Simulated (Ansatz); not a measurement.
**Litharge SnO**

Level of theory: rVV10 in Ansatz (plane waves, PAW).

Settings: plane-wave cutoff 500 eV, 10×10×8 k mesh (along the axes of the cell as run), Fermi–Dirac smearing 0.05 eV, scalar-relativistic PAW data made under PBE.

Cell: relaxed at this level.

```json
{
 "equilibrium_volume_per_atom": "18.70 Å³/atom",
 "equilibrium_lattice_constant_a": "3.889 Å",
 "lattice_parameter_c": "4.946 Å",
 "band_gap": "0.38 eV (on the SCF k mesh)"
}
```

Measured, for comparison: band gap 0.7 eV (temperature not stated, no zero-point or thermal correction; as tabulated in Waroquiers et al. (2013), arXiv:1302.6756); lattice constant a 3.801 Å, lattice parameter c 4.835 Å (temperature not stated, no zero-point or thermal correction; as tabulated in Electronic properties of the Sn1−xPbxO alloy and band alignment of the SnO/PbO …). Computed (rounded) less measured: lattice constant a +2.3 %, lattice parameter c +2.3 %.

Spin–orbit coupling is not included.

Computed values are for the static lattice.

Ansatz is an electronic-structure program.
